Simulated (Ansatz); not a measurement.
Compare A (`NC1=CC1`) with its isomer B (`CC1=CN1`).

Program: Ansatz. Geometries: PBE0-D4/def2-TZVP. ΔE: electronic, gas phase. CCSD(T)/CBS is the MP2 limit (def2-TZVPP, def2-QZVPP) plus CCSD(T) − MP2 in def2-TZVPP, frozen cores. Functionals use def2-TZVPP. One conformer a species, not always the lowest.

A:

```xyz
9

N     0.549    0.145    1.471
C     0.065    0.188    0.210
C    -0.393    0.815   -0.826
C    -0.436   -0.692   -0.869
H     0.961    0.988    1.836
H     1.014   -0.703    1.745
H    -0.653    1.720   -1.343
H     0.278   -1.243   -1.488
H    -1.385   -1.219   -0.736
```

B:

```xyz
9

C     0.2288   -0.3889    1.2122
C     0.0494   -0.0301   -0.1886
C     0.0811   -0.1497   -1.4543
N    -0.2322    1.2337   -0.9428
H     0.9431    0.2987    1.6759
H    -0.7135   -0.2935    1.7603
H     0.5946   -1.4112    1.3143
H     0.2976   -0.6172   -2.3961
H    -1.2489    1.3582   -0.9809
```

Which isomer does CCSD(T)/CBS put lower? Give the gap. (An estimate is asked.)

The calculation gave: A, by 19.5 kcal/mol.

Give E(B) − E(A) in kcal/mol with r2SCAN-D4, HF/def2-TZVPP, MP2/def2-TZVPP, PBE0-D4, PBE-D4, LDA (SPW92), CCSD(T)/def2-TZVPP. (An estimate is asked.)

Ansatz gave: r2SCAN-D4 22.6, HF/def2-TZVPP 23.2, MP2/def2-TZVPP 21.1, PBE0-D4 23.3, PBE-D4 21.9, LDA (SPW92) 25.5, CCSD(T)/def2-TZVPP 19.6. None reverses the order clearly.

Does the order hold for the free energy at 298.15 K (harmonic terms from PBE0-D4)? (Estimate.)

The calculation gave: Yes: G(B) − G(A) = +18.4 kcal/mol, for one conformer each.

Largest T1 diagnostic: 0.011.

Leaving LDA and LC-ωPBE aside and taking each functional with its dispersion term where it has one, the values, not all of them listed here, spread over 3.7 kcal/mol, from BLYP-D4 to r2SCAN0-D4. LDA lies +3.7 kcal/mol from PBE without D4. From PBE to PBE0 (25 % exact exchange), in def2-TZVPP and without D4, E(B) − E(A) moves by +1.5 kcal/mol.
